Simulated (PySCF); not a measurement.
Molecule: thioethanol, C₂H₆S (charge 0, singlet). SMILES: CCS
Geometry from a B3LYP-D3(BJ)/def2-TZVP (Ansatz) optimisation:
```
C
H 1 1.0895
H 1 1.0895 2 108.66
C 1 1.5216 2 110.62 3 -121.62
H 4 1.0912 1 111.13 2 -59.55
H 4 1.0912 5 108.12 1 122.21
H 4 1.0914 5 108.11 6 116.82
S 1 1.8346 2 108.91 3 118.50
H 8 1.3430 1 97.16 2 -59.17
```

Dispersion corrections to the total energy (kcal/mol) from the dftd3 and dftd4 libraries through PySCF: D3(BJ) without and D4 with the three-body term, each with the damping fitted for the functional named.

| functional | D3(BJ) | D4 |
|---|---|---|
| HSE06 | -2.23 | [?] |
| HF | -30.35 | -12.62 |
| B2GP-PLYP | -2.15 | -1.31 |
| TPSS | -4.54 | -4.36 |
| B3LYP | [?] | -5.18 |
| B2PLYP | -2.84 | -2.23 |
| revPBE | [?] | -11.29 |

Problem. What belongs in the gaps?

Solution. 
- HSE06, D4: -2.45
- B3LYP, D3(BJ): -6.29
- revPBE, D3(BJ): -9.60
